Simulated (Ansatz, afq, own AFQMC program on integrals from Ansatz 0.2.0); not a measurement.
NaH$_{2}$⁻, singlet: AFQMC among the cluster methods

| atom | x (Å) | y (Å) | z (Å) |
| --- | --- | --- | --- |
| Na | 0.0000 | 0.0000 | 0.8034 |
| H | 0.0000 | 0.0000 | -3.6726 |
| H | 0.0000 | 0.0000 | 2.8692 |

Basis aug-cc-pVDZ. Noble-gas cores (and the filled d shells of Ga–Kr and In–Xe) are frozen. AFQMC by an in-house program on the Cholesky factors that Ansatz 0.2.0 writes for its CCSD(T) run. ph-AFQMC/CISD is guided by a CISD state made of CCSD amplitudes; releasing the constraint for a short imaginary time cuts its bias at the price of noise, slowly where states lie close. Uncertainties: one standard error, sampling alone.

Determinant: UHF, the one that the program's search chose, which needn't be the lowest solution. The geometry is a point of a scan.

Full CI on the same integrals is exact in this basis and with this determinant's frozen core.

Cautions: strong correlation (T1 0.184, weight of the determinant 0.67, largest double 0.10); unrestricted determinant spin contaminated (⟨S²⟩ 0.56 against 0.00).

```
T1 diagnostic                               : 0.1844
weight of the determinant in the CISD state : 0.672
⟨S²⟩ of the determinant                     : 0.563
size of the correlated space                : 4 electrons in 40 orbitals
```

```json
{"level": "MP2", "correlation energy (eV)": "-0.9873"}
{"level": "CCSD", "correlation energy (eV)": "-1.8650"}
{"level": "CCSD(T)", "correlation energy (eV)": "-1.8706"}
```

Task: Estimate where phaseless AFQMC with the Hartree–Fock trial lies against CCSD(T) on the same integrals.

Result: 2.7 ± 1.7 kJ/mol above CCSD(T). The gap is under twice the noise, so this walk alone can't tell the two apart.

Reference: full CI, correlation energy -1.873 eV. The released energy is read at 2.40 1/Eh (meV from the phaseless value at times in 1/Eh: -1 ± 3 at 0.24, -1.6 ± 2.2 at 0.51, -1.8 ± 1.6 at 0.99, -3.8 ± 1.2 at 1.62, -4.9 ± 1.9 at 2.40). The cautions show a poor starting determinant, so the rows tell how each method copes with it here, and full CI is the sure value.

```
         level  E − E(reference) (kJ/mol)  share of correlation (%)
       CCSD(T)                        0.2                     99.86
         CCSDT                        0.0                     99.98
      CCSDT(Q)                        0.0                     99.99
   ph-AFQMC/HF                  2.9 ± 1.7                     98.39
 ph-AFQMC/CISD                  0.2 ± 0.3                     99.89
released AFQMC                 -0.3 ± 0.2                    100.15
```

CCSDT and higher add their correlation energy to the determinant of the CCSD(T) run, since their own runs factorise the integrals more tightly (a shift of under 2 meV). A walk keeps the symmetry of its determinant, which the program's search chose and which needn't be the lowest solution, so a lower state of the same spin and another symmetry isn't excluded. Released energies are given only where the last usable release times agree within the noise; a slower fall can still hide under it.
